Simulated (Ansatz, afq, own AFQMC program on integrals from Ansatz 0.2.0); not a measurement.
# CH₃AlN (doublet): quantum Monte Carlo beside coupled cluster at distance Al1–H4 along a hydrogen transfer = 1.586 Å, cc-pVDZ

How near does AFQMC come to the top of the ladder for CH₃AlN (doublet)?

Method: cc-pVDZ, frozen cores; program: Ansatz 0.2.0, Gaussian basis, and an in-house AFQMC program (afq) on its integrals; all values are calculated.

Plan: PBE (unrestricted); CCSD(T) on UHF; r2SCAN (unrestricted); PBE0 (unrestricted); CCSDT(Q) on UHF; B3LYP (unrestricted); wB97M-V (unrestricted); B2PLYP (unrestricted); Phaseless AFQMC, CISD trial on UHF.

**1. What is computed**

The geometry derives from fragments relaxed apart (PBE0/def2-TZVP) and kept rigid, so it is no stationary point. A hydrogen atom is moved between rigid fragments.

6 atoms, charge 0, spin multiplicity 2.

Atoms are counted from 1 here; the program's logs count them from 0.

Bond lengths: Al1–H2 1.586 Å, Al1–H3 1.586 Å, Al1–H4 1.586 Å, N5–C6 1.160 Å. Angles: H2–Al1–H3 120.0°, H2–Al1–H4 120.0°, H3–Al1–H4 120.0°.

Coordinates:

| atom | x (Å) | y (Å) | z (Å) |
| --- | --- | --- | --- |
| Al1 | -1.6991 | 0.0000 | 0.0000 |
| H2 | -2.4920 | 1.3734 | 0.0000 |
| H3 | -2.4920 | -1.3734 | 0.0000 |
| H4 | -0.1132 | 0.0000 | 0.0000 |
| N5 | 2.4950 | 0.0000 | 0.0000 |
| C6 | 1.3349 | 0.0000 | 0.0000 |

**2. PBE (unrestricted)**

File in.yaml:

```yaml
crystal:
  periodic: [false, false, false]
  atoms:
    - {symbol: Al, position_ang: [-1.699055, 0.000000, 0.000000]}
    - {symbol: H, position_ang: [-2.491979, 1.373384, 0.000000]}
    - {symbol: H, position_ang: [-2.491979, -1.373384, 0.000000]}
    - {symbol: H, position_ang: [-0.113207, 0.000000, 0.000000]}
    - {symbol: N, position_ang: [2.495029, 0.000000, 0.000000]}
    - {symbol: C, position_ang: [1.334945, 0.000000, 0.000000]}
basis:
  gaussian: {orbitals: cc-pVDZ}
magnetization: {spin_polarized: true, initial_magnetization: 1}
hamiltonian: {xc: {name: PBE}}
output: {orbitals: {seedname: orbitals}}
```

Command:

```bash
$ ansatz run in.yaml --threads 1 --pin off --events-out ev --progress --plain --max-ram 5632MiB --backend cpu
```

What it wrote:

```text
Functional definition: PBE
  name "PBE"
  cite "Perdew, Burke & Ernzerhof, Phys. Rev. Lett. 77, 3865 (1996) doi:10.1103/PhysRevLett.77.3865"
  parent pbe
  parameter kappa = 0.804
  parameter beta = 0.06672455060314922
  exchange = pbe_x(kappa = kappa, mu = beta*pi^2/3)
  correlation = pbe_c(beta = beta)
805 factors; their error is unknown
mean field evaluation 1: about -9156.5312 eV, gradient 3.1e1 eV
mean field evaluation 2: about -9064.5367 eV, gradient 1.0e2 eV
mean field evaluation 4: about -9160.5885 eV, gradient 1.4e1 eV
mean field evaluation 8: about -9161.5378 eV, gradient 2.2e-1 eV
mean field evaluation 16: about -9161.5044 eV, gradient 5.2e-4 eV
mean field -9161.50437939 eV, -336.6790760519 hartree, gradient 3.1e-5 eV, S^2 0.754612; 0 other end points of the search recorded, 0 dependent functions left out
reference -9161.50441687 eV, -336.6790774291 hartree; 15, 14 occupied and 46, 47 virtual orbitals, 805 factors
Total energy: -9161.50441687 eV, -336.6790774291 hartree
```

It took 1.4 s on 1 thread of AMD EPYC 7R13 (Zen 3), shared host; peak memory 0.7 GiB.

From the report: ⟨S²⟩ of the determinant 0.755 (pure doublet: 0.75).

**3. CCSD(T) on UHF**

in.yaml: that of step 2 with these lines changed.

```diff
@@ -12,3 +12,2 @@
 magnetization: {spin_polarized: true, initial_magnetization: 1}
-hamiltonian: {xc: {name: PBE}}
-output: {orbitals: {seedname: orbitals}}
+correlation: {method: ccsd_t, electrons: outside_noble_gas, hamiltonian_folder: ham}
```

Command:

```bash
$ ansatz run in.yaml --threads 1 --pin off --events-out ev --progress --plain --max-ram 16896MiB --backend cuda --devices 0, --max-vram 18GiB
```

What it wrote, cut to the lines that bear on the results:

```text
Functional definition: HF
  name "HF"
  cite "Fock, Z. Phys. 61, 126 (1930) doi:10.1007/BF01340294"
  parent pbe
[...]
581 factors; integrals over basis functions are off by at most 1.0e-3 eV
[...]
mean field -9138.77246771 eV, -335.8436937060 hartree, gradient 2.0e-6 eV, S^2 1.000563; 0 other end points of the search recorded, 0 dependent functions left out
7 core orbitals not correlated: weight in the atoms' cores, before any rotation towards them, 1.000 or more for the frozen orbitals, at most 0.000 for the correlated occupied ones
reference -9138.77246771 eV, -335.8436937060 hartree; 8, 7 occupied and 46, 47 virtual orbitals, 581 factors
second order -8.92160950 eV of doubles, -0.00000000 eV of singles
cycle   1  -9.37343545 eV  change   -4.5e-1 eV  update   1.1e-1
[...]
cycle  14  -10.20943837 eV  change   -6.1e-6 eV  update   3.4e-6
perturbative correction -0.38526518 eV, -0.0141582343 hartree
Total energy: -9149.36717126 eV, -336.2330418801 hartree
```

Run time: 2.1 s. Hardware: 1 × NVIDIA H100 80GB HBM3 with 1 thread of AMD EPYC 7R13 (Zen 3), shared host; peak host memory 0.8 GiB.

From the report: ⟨S²⟩ of the determinant 1.001 (pure doublet: 0.75); correlation -10.5947 eV; T1 0.045; largest double amplitude 0.09.

This run also writes the integrals to the folder ham.

**4. r2SCAN (unrestricted)**

in.yaml: that of step 3 with these lines changed.

```diff
@@ -12,2 +12,2 @@
 magnetization: {spin_polarized: true, initial_magnetization: 1}
-correlation: {method: ccsd_t, electrons: outside_noble_gas, hamiltonian_folder: ham}
+hamiltonian: {xc: {name: r2SCAN}}
```

Command:

```bash
$ ansatz run in.yaml --threads 1 --pin off --events-out ev --progress --plain --max-ram 5632MiB --backend cpu
```

What it wrote:

```text
Functional definition: r2SCAN
  name "r2SCAN"
  cite "Furness, Kaplan, Ning, Perdew & Sun, J. Phys. Chem. Lett. 11, 8208 (2020) doi:10.1021/acs.jpclett.0c02405"
  cite "Furness, Kaplan, Ning, Perdew & Sun, J. Phys. Chem. Lett. 11, 9248 (2020) doi:10.1021/acs.jpclett.0c03077"
  parent r2scan
  parameter k0 = 0.174
  parameter k1 = 0.065
  parameter a1 = 4.9479
  exchange = r2scan_x(k0 = k0, k1 = k1, a1 = a1)
  correlation = r2scan_c
805 factors; their error is unknown
mean field evaluation 1: about -9162.0593 eV, gradient 2.8e1 eV
mean field evaluation 2: about -9097.0001 eV, gradient 9.4e1 eV
mean field evaluation 4: about -9165.7485 eV, gradient 9.5e0 eV
mean field evaluation 8: about -9166.2293 eV, gradient 1.5e-1 eV
mean field evaluation 16: about -9166.1955 eV, gradient 7.1e-4 eV
mean field -9166.19552637 eV, -336.8514725237 hartree, gradient 6.6e-5 eV, S^2 0.762302; 0 other end points of the search recorded, 0 dependent functions left out
reference -9166.19554027 eV, -336.8514730343 hartree; 15, 14 occupied and 46, 47 virtual orbitals, 805 factors
Total energy: -9166.19554027 eV, -336.8514730343 hartree
```

Wall time 2.8 s (1 thread of AMD EPYC 7R13 (Zen 3), shared host); peak memory 0.7 GiB.

From the report: ⟨S²⟩ of the determinant 0.762 (pure doublet: 0.75).

**5. PBE0 (unrestricted)**

in.yaml: that of step 4 with these lines changed.

```diff
@@ -12,2 +12,3 @@
 magnetization: {spin_polarized: true, initial_magnetization: 1}
-hamiltonian: {xc: {name: r2SCAN}}
+hamiltonian: {xc: {name: PBE0}}
+output: {orbitals: {seedname: orbitals}}
```

Same command.

What it wrote:

```text
Functional definition: PBE0
  name "PBE0"
  cite "Adamo & Barone, J. Chem. Phys. 110, 6158 (1999) doi:10.1063/1.478522"
  cite "Perdew, Burke & Ernzerhof, Phys. Rev. Lett. 77, 3865 (1996) doi:10.1103/PhysRevLett.77.3865"
  parent pbe
  parameter a = 0.25
  parameter kappa = 0.804
  parameter beta = 0.06672455060314922
  exchange = (1 - a)*pbe_x(kappa = kappa, mu = beta*pi^2/3) + a*exact_x
  correlation = pbe_c(beta = beta)
581 factors; integrals over basis functions are off by at most 1.0e-3 eV
mean field evaluation 1: about -9158.5106 eV, gradient 2.6e1 eV
mean field evaluation 2: about -9143.5394 eV, gradient 5.9e1 eV
mean field evaluation 4: about -9161.9501 eV, gradient 3.0e0 eV
mean field evaluation 8: about -9162.1331 eV, gradient 2.3e-1 eV
mean field evaluation 16: about -9162.1352 eV, gradient 7.9e-4 eV
mean field -9162.13520422 eV, -336.7022584366 hartree, gradient 4.2e-5 eV, S^2 0.761096; 0 other end points of the search recorded, 0 dependent functions left out
reference -9162.13523249 eV, -336.7022594757 hartree; 15, 14 occupied and 46, 47 virtual orbitals, 581 factors
Total energy: -9162.13523249 eV, -336.7022594757 hartree
```

Wall time 1.7 s (1 thread of AMD EPYC 7R13 (Zen 3), shared host); peak memory 0.7 GiB.

From the report: ⟨S²⟩ of the determinant 0.761 (pure doublet: 0.75).

**6. CCSDT(Q) on UHF**

in.yaml: that of step 5 with these lines changed.

```diff
@@ -12,3 +12,2 @@
 magnetization: {spin_polarized: true, initial_magnetization: 1}
-hamiltonian: {xc: {name: PBE0}}
-output: {orbitals: {seedname: orbitals}}
+correlation: {method: ccsdt_q, electrons: outside_noble_gas}
```

Command:

```bash
$ ansatz run in.yaml --threads 1 --pin off --events-out ev --progress --plain --max-ram 16896MiB --backend cuda --devices 0, --max-vram 18GiB
```

What it wrote, cut to the lines that bear on the results:

```text
Functional definition: HF
  name "HF"
  cite "Fock, Z. Phys. 61, 126 (1930) doi:10.1007/BF01340294"
  parent pbe
[...]
1116 factors; integrals over basis functions are off by at most 2.1e-7 eV
[...]
mean field -9138.77254234 eV, -335.8436964484 hartree, gradient 2.0e-6 eV, S^2 1.000561; 0 other end points of the search recorded, 0 dependent functions left out
7 core orbitals not correlated: weight in the atoms' cores, before any rotation towards them, 1.000 or more for the frozen orbitals, at most 0.000 for the correlated occupied ones
reference -9138.77254234 eV, -335.8436964484 hartree; 8, 7 occupied and 46, 47 virtual orbitals, 1116 factors
second order -8.92165297 eV of doubles, -0.00000000 eV of singles
cycle   1  -9.37344274 eV  change   -4.5e-1 eV  update   1.2e-1
[...]
cycle  20  -10.63904752 eV  change    5.5e-7 eV  update   1.1e-6
perturbative correction -0.04576111 eV, -0.0016816896 hartree
Total energy: -9149.45735096 eV, -336.2363559228 hartree
```

Run time: 4.8 s. Hardware: 1 × NVIDIA H100 80GB HBM3 with 1 thread of AMD EPYC 7R13 (Zen 3), shared host; peak host memory 0.88 GiB.

From the report: ⟨S²⟩ of the determinant 1.001 (pure doublet: 0.75); correlation -10.6848 eV; T1 0.048; largest double amplitude 0.10.

**7. B3LYP (unrestricted)**

in.yaml: that of step 6 with these lines changed.

```diff
@@ -12,2 +12,2 @@
 magnetization: {spin_polarized: true, initial_magnetization: 1}
-correlation: {method: ccsdt_q, electrons: outside_noble_gas}
+hamiltonian: {xc: {name: B3LYP}}
```

Command:

```bash
$ ansatz run in.yaml --threads 1 --pin off --events-out ev --progress --plain --max-ram 5632MiB --backend cpu
```

What it wrote, cut to the lines that bear on the results:

```text
Functional definition: B3LYP
  name "B3LYP"
  cite "Stephens, Devlin, Chabalowski & Frisch, J. Phys. Chem. 98, 11623 (1994) doi:10.1021/j100096a001"
  cite "Becke, Phys. Rev. A 38, 3098 (1988) doi:10.1103/PhysRevA.38.3098"
  cite "Lee, Yang & Parr, Phys. Rev. B 37, 785 (1988) doi:10.1103/PhysRevB.37.785"
  cite "Vosko, Wilk & Nusair, Can. J. Phys. 58, 1200 (1980) doi:10.1139/p80-159"
[...]
581 factors; integrals over basis functions are off by at most 1.0e-3 eV
[...]
mean field -9169.17981922 eV, -336.9611432629 hartree, gradient 1.8e-5 eV, S^2 0.758367; 0 other end points of the search recorded, 0 dependent functions left out
reference -9169.18005333 eV, -336.9611518666 hartree; 15, 14 occupied and 46, 47 virtual orbitals, 581 factors
Total energy: -9169.18005333 eV, -336.9611518666 hartree
```

It took 1.6 s on 1 thread of AMD EPYC 7R13 (Zen 3), shared host; peak memory 0.7 GiB.

From the report: ⟨S²⟩ of the determinant 0.758 (pure doublet: 0.75).

**8. wB97M-V (unrestricted)**

in.yaml: that of step 7 with these lines changed.

```diff
@@ -12,2 +12,3 @@
 magnetization: {spin_polarized: true, initial_magnetization: 1}
-hamiltonian: {xc: {name: B3LYP}}
+hamiltonian: {xc: {name: wB97M-V}}
+output: {orbitals: {seedname: orbitals}}
```

The command is unchanged.

What it wrote, cut to the lines that bear on the results:

```text
Functional definition: wB97M-V
  name "wB97M-V"
  cite "Mardirossian & Head-Gordon, J. Chem. Phys. 144, 214110 (2016) doi:10.1063/1.4952647"
  cite "Becke, J. Chem. Phys. 107, 8554 (1997) doi:10.1063/1.475007"
  cite "Vydrov & Van Voorhis, J. Chem. Phys. 133, 244103 (2010) doi:10.1063/1.3521275"
  # Of w^i u^j: cxij and so on, Table III.
[...]
  gx(w, u) = 1 - cx + cx01*u + cx10*w
  gss(w, u) = css00 + css04*u^4 + css10*w + css20*w^2 + css43*w^4*u^3
  gos(w, u) = cos00 + cos10*w + (cos20 + cos21*u)*w^2 + (cos60 + cos61*u)*w^6
[...]
      + integral(e_c_pw_mod_opposite_spin*gos(b97_w_opposite, b97_u_opposite)) + vv10(b, c)
581 factors; integrals over basis functions are off by at most 1.0e-3 eV
195 factors; integrals over basis functions are off by at most 2.1e-5 eV
[...]
mean field -9166.79848405 eV, -336.8736308097 hartree, gradient 2.7e-5 eV, S^2 0.757341; 0 other end points of the search recorded, 0 dependent functions left out
reference -9166.79852968 eV, -336.8736324866 hartree; 15, 14 occupied and 46, 47 virtual orbitals, 581 factors
Total energy: -9166.79852968 eV, -336.8736324866 hartree
```

It took 6 s on 1 thread of AMD EPYC 7R13 (Zen 3), shared host; peak memory 1 GiB.

From the report: ⟨S²⟩ of the determinant 0.757 (pure doublet: 0.75).

**9. B2PLYP (unrestricted)**

in.yaml: that of step 8 with these lines changed.

```diff
@@ -12,3 +12,3 @@
 magnetization: {spin_polarized: true, initial_magnetization: 1}
-hamiltonian: {xc: {name: wB97M-V}}
-output: {orbitals: {seedname: orbitals}}
+hamiltonian: {xc: {name: B2PLYP}}
+correlation: {electrons: outside_noble_gas}
```

Launched as before.

What it wrote, cut to the lines that bear on the results:

```text
Functional definition: B2PLYP
  name "B2PLYP"
  cite "Grimme, J. Chem. Phys. 124, 034108 (2006) doi:10.1063/1.2148954"
  cite "Becke, Phys. Rev. A 38, 3098 (1988) doi:10.1103/PhysRevA.38.3098"
  cite "Lee, Yang & Parr, Phys. Rev. B 37, 785 (1988) doi:10.1103/PhysRevB.37.785"
[...]
581 factors; integrals over basis functions are off by at most 1.0e-3 eV
[...]
mean field -9159.35030237 eV, -336.5999151815 hartree, gradient 4.9e-6 eV, S^2 0.779706; 0 other end points of the search recorded, 0 dependent functions left out
7 core orbitals not correlated: weight in the atoms' cores, before any rotation towards them, 1.000 or more for the frozen orbitals, at most 0.000 for the correlated occupied ones
reference -9159.35045138 eV, -336.5999206573 hartree; 8, 7 occupied and 46, 47 virtual orbitals, 581 factors
second order -12.14672256 eV of doubles, -0.00000000 eV of singles
Total energy: -9162.63006647 eV, -336.7204442889 hartree
```

It took 1.9 s on 1 thread of AMD EPYC 7R13 (Zen 3), shared host; peak memory 1.5 GiB.

From the report: ⟨S²⟩ of the determinant 0.780 (pure doublet: 0.75).

**10. Phaseless AFQMC, CISD trial on UHF**

It reads the integrals that the CCSD(T) run on this determinant wrote.

Command:

```bash
$ afq ham --method phaseless --trial cisd --walkers 4000 --populations 20 --least-time 60 --time-step 0.005 --steps-per-block 50 --equilibration-blocks 28 --max-blocks 4000 --target-error 0.00023 --factor-cut 1e-05 --start spin_pure --seed 6992 --release-times 0.24,0.51,0.99,1.5 --release-step 0.03 --release-every 4 --taylor-order 6
```

What it wrote:

```text
orbitals 54  electrons 8 7  factors 413 of 581
reference energy -335.84369371 Eh
CCSD correlation -0.37518980 Eh in 14 cycles, weight of the determinant in the CISD state 0.7912
energy of the start -336.194539 Eh
 block  time / (1/Eh)  mean weight  energy / Eh
     1     0.250  1.0004  -336.200923
     2     0.500  1.0001  -336.211076
     3     0.750  1.0002  -336.218237
     4     1.000  0.9997  -336.222390
     5     1.250  1.0000  -336.225421
     6     1.500  1.0001  -336.228671
     7     1.750  0.9997  -336.229712
     8     2.000  1.0000  -336.232137
     9     2.250  1.0004  -336.232204
    10     2.500  0.9999  -336.231888
    11     2.750  0.9999  -336.232613
    13     3.250  1.0002  -336.231233
    15     3.750  1.0000  -336.232208
    17     4.250  1.0002  -336.234258
    19     4.750  1.0001  -336.234885
    21     5.250  1.0002  -336.235409
    23     5.750  1.0002  -336.236609
    25     6.250  1.0001  -336.236105
    27     6.750  1.0002  -336.233907
    29     7.250  1.0000  -336.233642
    31     7.750  1.0002  -336.232036
    33     8.250  1.0001  -336.235153
    35     8.750  1.0000  -336.234540
    37     9.250  0.9998  -336.235065
    39     9.750  1.0000  -336.235792
    41    10.250  1.0000  -336.236403
    43    10.750  0.9997  -336.235834
    45    11.250  0.9998  -336.235933
    47    11.750  0.9999  -336.236030
    49    12.250  0.9997  -336.236053
    51    12.750  1.0000  -336.236100
    53    13.250  0.9997  -336.233501
    55    13.750  1.0000  -336.234446
    57    14.250  0.9997  -336.234302
    59    14.750  0.9999  -336.235738
    61    15.250  1.0004  -336.235023
    63    15.750  1.0000  -336.235676
    65    16.250  0.9999  -336.236326
    67    16.750  1.0000  -336.236903
    69    17.250  1.0000  -336.236061
    71    17.750  0.9997  -336.236913
    73    18.250  1.0001  -336.232561
    75    18.750  1.0001  -336.235079
    77    19.250  0.9998  -336.234756
    79    19.750  1.0000  -336.235186
    81    20.250  1.0002  -336.233933
    83    20.750  0.9996  -336.235677
    85    21.250  1.0002  -336.237125
    87    21.750  0.9999  -336.236779
error from the spread of 20 populations
released: time / (1/Eh)  energy / Eh  error  mean overlap
  0.24  -336.235736  0.000270  1.0004
  0.51  -336.235859  0.000324  1.0026
  0.99  -336.236451  0.000235  0.9938
  1.50  -336.237255  0.000310  0.9821
energy -336.235292 +/- 0.000229 Eh
```

Wall time 88 s (1 × NVIDIA H100 80GB HBM3 with 2 threads of AMD EPYC 7R13 (Zen 3), shared host); peak host memory 1.6 GiB.

Energy -9149.4284 ± 0.0062 eV. Caveats: constraint bias not in the error.

**11. AFQMC on the ladder**

On the UHF determinant, counted from CCSDT(Q) (a yardstick, not exact):

| level | energy (eV) | from CCSDT(Q) (meV) | statistical error (meV) | time |
| --- | --- | --- | --- | --- |
| HF | -9138.7725 | +10684.9 |  |  |
| MP2 | -9147.6941 | +1763.3 |  |  |
| CCSD | -9148.9819 | +475.4 |  |  |
| CCSD(T) | -9149.3672 | +90.2 |  |  |
| CCSDT(Q) | -9149.4574 | 0.0 |  |  |
| Phaseless AFQMC, CISD trial, step 0.005, 4000 walkers | -9149.4284 | +29.0 | 6.2 | 88 s |

The functionals' totals stand on their own zeros and serve differences with other points: PBE -9161.504 eV; r2SCAN -9166.196 eV; PBE0 -9162.135 eV; B3LYP -9169.180 eV; wB97M-V -9166.799 eV; B2PLYP -9162.630 eV.

**12. Results**

```
                                        quantity            value
                    CCSD(T) on UHF from CCSDT(Q)        +90.2 meV
Phaseless AFQMC, CISD trial on UHF from CCSDT(Q)  +29.0 ± 6.2 meV
```

**Reading.** On UHF the phaseless walk with the CISD trial lies +29.0 meV from CCSDT(Q), 5 times its error bar. Error bars are statistical and leave out the constraint, the time step and what remains of the start.
